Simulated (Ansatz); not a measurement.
A displaced shape of singlet NaH:

```
atom    x (Å)    y (Å)    z (Å)
  Na  -0.0291  -0.0404  -0.1626
   H  -0.0261   0.0418   1.7440
```

It was optimised with PBE0/def2-SVP in Ansatz (development build ahead of 0.2.0) to forces under 0.001 eV/Å, with restricted orbitals. Each step stands on the lowest determinant of that kind that the program's search found.

Task: What shape does it relax to, and how does the optimisation go?

Result:

```xyz
2

Na   -0.0291   -0.0400   -0.1550
H    -0.0261    0.0415    1.7364
```

Bond lengths: Na1–H2 1.893 Å.

| step | E − E(start) (eV) | largest force (eV/Å) |
| --- | --- | --- |
| 1 | 0.0000 | 0.0696 |
| 2 | -0.0004 | 0.0300 |
| 3 | -0.0005 | 0.0009 |

The optimisation ended after 3 steps with its threshold met.
